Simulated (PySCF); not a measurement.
# Working out the electron affinity of C

C⁻ [He] 2s2 2p3 (4S) → C [He] 2s2 2p2 (3P). Calculation: PySCF 2.14, in dyall-acv3z; scalar relativity by spin-free X2C-1e. Frozen: 1s2; the 19 highest virtual orbitals dropped. Energies in hartree (1 hartree = 27.21139 eV):

```
            part  C⁻ (lower)   C (upper)
             UHF  -37.725136  -37.708640
CCSD correlation   -0.115028   -0.089432
             (T)   -0.004929   -0.002238
```

**Question.** What does Hartree-Fock give?

**Answer.** (-37.708640) − (-37.725136) = 0.016496 hartree = 0.449 eV.

**Question.** What do CCSD and CCSD(T) give?

**Answer.** The CCSD correlation energies differ by 0.025596 hartree = 0.697 eV and the triples by 0.002691 hartree = 0.073 eV, so CCSD gives 1.146 eV and CCSD(T) 1.219 eV.

A first-order spin-orbit estimate adds -0.004 eV to CCSD(T) (valence), giving 1.215 eV against 1.262 eV (measured; photodetachment measurements, as compiled on the Wikipedia data page of electron affinities).

What remains against the reference includes basis incompleteness, the frozen core and higher excitations.
